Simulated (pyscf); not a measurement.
Single points on ωB97X-D3(BJ)/def2-SVP structures (PySCF, gas phase). Correlated levels are frozen-core, on RHF or UHF. ΔMP2 is the change of the MP2 total energy from the triple- to the quadruple-zeta basis.

Task: For the elementary gas-phase step `[CH4]` + `[CH2]` [triplet] → `[CH3]` [doublet] + `[CH3]` [doublet] (triplet surface; C–H broken, C–H formed), what barrier and reaction energy does CCSD(T)/def2-TZVPP + ΔMP2(QZVPP) give, measured from the separated reactants?

Result: ΔE‡ = 53.8 kJ/mol, ΔE = -17.8 kJ/mol. Zero-point energy shifts the barrier by -6.3 kJ/mol. It is a hydrogen abstraction, with an imaginary mode of 1562i cm⁻¹. CH₃• + CH₃• also meet on a surface of lower spin, which isn't treated here. One saddle was located; it need not be the lowest between these sides. The angle at the transferred H is 180°. The CCSD(T) − MP2 part came from Ansatz, without density fitting, on the same reference.
